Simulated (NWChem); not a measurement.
# One shape, several levels: H3O+ (oxonium)

Aim: a comparison of 6 runs (HF/3-21G, HF/def2-SVP, SVWN5/6-31G*, PBE0/def2-SVP, r2SCAN/def2-TZVP, MP2/aug-cc-pVTZ) of H3O+ (oxonium). 

The results are computed with NWChem 7.3.0.

### 1 The structure to begin with

H3O+: 4 atoms, total charge +1, spin state singlet. As SMILES, `[OH3+]`. Geometry: relaxed at PBE0-D4/def2-TZVP.

Bond lengths: O1–H2 0.978 Å, O1–H3 0.978 Å, O1–H4 0.978 Å. Angles: H2–O1–H3 113.0°, H2–O1–H4 113.0°, H3–O1–H4 113.0°.

### 2 Energy and gradient at HF/3-21G (run 1)

h3o.xyz reads:

```xyz
4
H3O gradient
O      0.181970    -0.056700    -0.052760
H      0.219060     0.918440     0.015140
H     -0.408890    -0.368290    -0.767380
H      0.007860    -0.493450     0.805020
```

h3o.nw reads:

```
start h3o
title "H3O gradient"
memory 2200 mb
charge 1
geometry units angstrom noautosym nocenter noautoz
load h3o.xyz
end
basis spherical bse
O library 3-21G
H library 3-21G
end
scf
thresh 1e-08
maxiter 80
print low
end
task scf gradient
```

Launch:

```
$ nwchem h3o.nw > h3o.out
```

Log:

```text
[...]
  functions       =    15
[...]
  wavefunction    = RHF
[...]
         Total SCF energy =    -75.885357454920
      One-electron energy =   -127.847279346172
      Two-electron energy =     38.005613519695
 Nuclear repulsion energy =     13.956308371557
        Time for solution =      0.0s
[...]
                         RHF ENERGY GRADIENTS
    atom               coordinates                        gradient
                 x          y          z           x          y          z
   1 O       0.343873  -0.107147  -0.099702    0.022142  -0.006888  -0.006422
   2 H       0.413963   1.735600   0.028610   -0.010147  -0.006619   0.002178
   3 H      -0.772690  -0.695967  -1.450138   -0.003930   0.006120   0.009933
   4 H       0.014853  -0.932485   1.521267   -0.008065   0.007387  -0.005689
 Task  times  cpu:        0.1s     wall:        0.1s
 Total times  cpu:        0.1s     wall:        0.1s
```

Run time: 0.6 s. Hardware: 1 thread of Intel Xeon 6975P-C (Granite Rapids), shared host; peak memory 0.097 GiB.

### 3 Energy and forces at HF/def2-SVP (run 2)

work.xyz reads:

```xyz
4
H3O
O      0.181970    -0.056700    -0.052760
H      0.219060     0.918440     0.015140
H     -0.408890    -0.368290    -0.767380
H      0.007860    -0.493450     0.805020
```

work.nw reads:

```
start work
title "H3O"
memory stack 880 mb heap 220 mb global 1100 mb
charge 1

geometry units angstroms noautosym nocenter noautoz
load work.xyz
end

basis spherical bse
* library def2-SVP
end

scf
thresh 1e-08
maxiter 80
print medium
end

task scf gradient
```

Launch:

```
$ nwchem work.nw > work.out
```

Log:

```text
[...]
  functions       =    29
[...]
  wavefunction    = RHF
[...]
         Total SCF energy =    -76.246531634541
      One-electron energy =   -128.389539682491
      Two-electron energy =     38.186699676393
 Nuclear repulsion energy =     13.956308371557
        Time for solution =      0.2s
[...]
                         RHF ENERGY GRADIENTS
    atom               coordinates                        gradient
                 x          y          z           x          y          z
   1 O       0.343873  -0.107147  -0.099702    0.010085  -0.003130  -0.002927
   2 H       0.413963   1.735600   0.028610    0.000214   0.012524   0.000955
   3 H      -0.772690  -0.695967  -1.450138   -0.007807  -0.003910  -0.009033
   4 H       0.014853  -0.932485   1.521267   -0.002492  -0.005485   0.011005
[...]
```

Run time: 0.82 s. Hardware: 1 thread of Intel Xeon 6975P-C (Granite Rapids), shared host; peak memory 0.099 GiB.

Runs 3 to 5 aren't shown in full; the table further down has their settings and results.

### 4 Energy and forces at MP2/aug-cc-pVTZ (run 6)

h3o.nw reads:

```
start h3o
title "H3O"
memory 2200 mb
charge 1

geometry noautosym nocenter noautoz
O     0.181970   -0.056700   -0.052760
H     0.219060    0.918440    0.015140
H    -0.408890   -0.368290   -0.767380
H     0.007860   -0.493450    0.805020
end

basis spherical bse
* library aug-cc-pVTZ
end

scf
thresh 1e-08
maxiter 80
noprint "final vectors analysis"
end

mp2
freeze core 1
tight
end

task mp2 gradient
```

Launch:

```
$ nwchem h3o.nw > h3o.out
```

Log:

```text
[...]
  functions       =   115
[...]
  wavefunction    = RHF
[...]
         Total SCF energy =    -76.339876785361
      One-electron energy =   -128.554237109631
      Two-electron energy =     38.258051952713
 Nuclear repulsion energy =     13.956308371557
        Time for solution =     12.0s
[...]
          Total MP2 energy           -76.600094125959
[...]
                         mp2 ENERGY GRADIENTS
    atom               coordinates                        gradient
                 x          y          z           x          y          z
   1 O       0.343873  -0.107147  -0.099702   -0.003367   0.001061   0.000974
   2 H       0.413963   1.735600   0.028610    0.001279   0.000133  -0.000316
   3 H      -0.772690  -0.695967  -1.450138    0.000933  -0.000574  -0.000738
   4 H       0.014853  -0.932485   1.521267    0.001155  -0.000619   0.000079
[...]
```

It took 34 s on 1 thread of Intel Xeon 6975P-C (Granite Rapids), shared host; peak memory 0.25 GiB.

### 5 Overview of the runs

| run | level | iteration cap | module | energy (Eh) | largest force (eV/Å) | wall time |
| --- | --- | --- | --- | --- | --- | --- |
| 1 | HF/3-21G | 80 | scf | -75.885357 | 1.237 | 0.6 s |
| 2 | HF/def2-SVP | 80 | scf | -76.246532 | 0.646 | 0.82 s |
| 3 | SVWN5/6-31G* (spherical functions) | 100 | dft | -76.119780 | 0.876 | 1.4 s |
| 4 | PBE0/def2-SVP | 100 | dft | -76.562312 | 0.156 | 2.8 s |
| 5 | r2SCAN/def2-TZVP | 100 | dft | -76.696135 | 0.084 | 7.5 s |
| 6 | MP2/aug-cc-pVTZ | 80 | mp2 | -76.600094 | 0.188 | 34 s |

### 6 Summary of results

| quantity | value |
| --- | --- |
| run 6: total energy | -76.60009 Eh |
| run 6: correlation energy (1 core orbital frozen) | -260.2 mEh |
| run 6: largest force on an atom | 0.188 eV/Å |

In words: Over runs 2, 3, 4, 5 the HOMO–LUMO gap runs from 10.77 eV (SVWN5/6-31G*) to 22.44 eV (HF/def2-SVP). The two ends differ in method and basis. Totals of different functionals can't be ranked against each other. All runs together took 47 s, the longest 34 s.
